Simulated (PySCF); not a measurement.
Atom-mapped SMILES (the numbers label the heavy atoms): `[CH2:1]=[CH:2][C:3]#[C:4][C:5]#[N:6]`; H(Xn) means a hydrogen on atom n. Ha(C1) is cis to C3; Hb(C1) is trans to C3.

[PySCF 2.14.0 with density-fitted response routines: B97-2/pcSseg-2 with gauge-including orbitals; structure optimised with PBE0-D3(BJ)/def2-TZVP; in vacuum; non-relativistic; one computed conformer]

Q: List the cross peaks expected in HSQC, COSY and HMBC spectra.

A: 

HSQC (one-bond C–H):
| δH | δC |
| --- | --- |
| 6.46 (Ha(C1)) | 147.1 (C1) |
| 6.27 (Hb(C1)) | 147.1 (C1) |
| 6.13 (H(C2)) | 122.3 (C2) |

COSY cross peaks (H two or three bonds apart, from the bond graph; peaks can be absent where the dihedral angle is near 90°):
| δH | δH |
| --- | --- |
| 6.46 (Ha(C1)) | 6.27 (Hb(C1)) |
| 6.46 (Ha(C1)) | 6.13 (H(C2)) |
| 6.27 (Hb(C1)) | 6.13 (H(C2)) |

HMBC (two and three bonds, from the bond graph):
| δH | δC |
| --- | --- |
| 6.46 (Ha(C1)) | 122.3 (C2), 82.3 (C3) |
| 6.27 (Hb(C1)) | 122.3 (C2), 82.3 (C3) |
| 6.13 (H(C2)) | 147.1 (C1), 82.3 (C3), 73.9 (C4) |

Chemical shifts δ = σref − σ; TMS for $^{1}$H, $^{13}$C, all at this level.

Shifts are as computed. Against solution values, carbons near 30 ppm lie about +3 ppm off and those near 130 ppm about +7 ppm. Of 1211 compounds with measured shifts, 218 miss one by over three times the rms of a fit or turn the order of signals round; such compounds aren't used in these exercises.
